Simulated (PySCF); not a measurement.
Geometry (Å), atoms numbered from 1 in this order:
```xyz
7

B     0.4333    0.7652    0.0126
H     1.6454    0.7757   -0.0061
H    -0.1473    1.8241   -0.0910
C    -0.3437   -0.5778    0.0741
H    -0.3818   -0.8850   -0.9945
H    -1.3875   -0.5094    0.4115
H     0.1817   -1.3928    0.5935
```

Equivalent nuclei averaged, no relativistic terms, one conformer, gas phase. PBE0/pcSseg-1 with gauge-including orbitals; geometry from PBE0-D3(BJ)/def2-SVP; PySCF 2.14.

Shifts are taken against calculated references (same method and geometry level): ¹³C (σ = 184.41 ppm) and ¹H (σ = 31.27 ppm) against TMS; ¹¹B (σ = 100.73 ppm) against BF3·OEt2.

| atoms | nucleus | count | Hirshfeld charge | δ (ppm) |
| --- | --- | --- | --- | --- |
| B1 | ¹¹B | 1 | 0.17 | 90.3 |
| C4 | ¹³C | 1 | -0.19 | 18.9 |
| H2/H3 | ¹H | 2 | -0.06 | ? |
| H5/H6/H7 | ¹H | 3 | 0.05 | ? |

**Question.** Complete the table.

**Answer.** 
- H2/H3: 7.83 ppm, hydrogen on a boron bonded to C
- H5/H6/H7: 1.39 ppm, hydrogen on a carbon bonded to B

Hydrogens on boron are broadened and split by ¹¹B (spin 3/2, 80 %) and 10B (spin 3). A carbon bonded to boron is broadened by the quadrupolar boron nucleus and is often missing from a measured spectrum. Shifts are as computed. Against solution values, carbons near 30 ppm lie about +2 ppm off and those near 130 ppm about +5 ppm. Of 1211 compounds with measured shifts, 218 miss one by over three times the rms of a fit or turn the order of signals round; such compounds aren't used in these exercises.
